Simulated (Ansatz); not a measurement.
# Worked example: building the atomization energy of SiH$_{3}$, doublet

Measured: the G2/97 heats of formation, with zero-point and thermal terms from B3LYP taken off, give an electronic atomization energy of 225.4 kcal/mol (Curtiss et al., J. Chem. Phys. 106, 1063 (1997); Staroverov et al., J. Chem. Phys. 119, 12129 (2003)). The calculation below tries to reproduce it.

Geometry (MP2(full)/6-31G*, from the G2/97 set):

```xyz
4

Si    0.0000    0.0000    0.0437
H     0.0000    1.4133   -0.4057
H     1.2239   -0.7066   -0.4057
H    -1.2239   -0.7066   -0.4057
```

Atomization energies (atoms less molecule, kcal/mol) from Ansatz 0.2.0, frozen cores, unrestricted molecule, unrestricted atoms (their steps beyond CCSDT(Q) from restricted open-shell runs), sets cc-pV(D+d)Z, cc-pV(T+d)Z, cc-pV(Q+d)Z:

```tsv
level	DZ	TZ	QZ
HF	177.07	179.86	180.65
CCSD(T)	212.93	223.20	226.74
CCSDT	213.05	223.22	226.78
CCSDT(Q)	213.05	223.23	226.80
CCSDTQ	213.05	–	–
```

Extrapolate Hartree–Fock with exp(−5.46 √X) and the CCSD(T) correlation part with X⁻³ (X = 3, 4), add each higher step from the largest set that has it, and compare with the measured value.

Hartree–Fock: 180.65 + (180.65 − 179.86) × 0.301 = 180.89.
Correlation: TZ 43.34, QZ 46.09; (64 × 46.09 − 27 × 43.34) / 37 = 48.10.
Full triples (QZ): 226.78 − 226.74 = 0.04.
(Q) (QZ): 226.80 − 226.78 = 0.02.
Full quadruples (DZ): 213.05 − 213.05 = 0.00.
Sum: 229.0 kcal/mol, 3.6 above the measured 225.4.

The steps beyond CCSD(T) add 0.06 kcal/mol, while going from QZ to the limit adds 2.25. Core correlation, scalar relativity, spin–orbit terms and the relaxation from this MP2 geometry are missing from the sum, and the measured value has its own uncertainty. A sum this far over the measured value points to relativity and spin–orbit coupling, which lower it, and to the tabulated heats of formation.
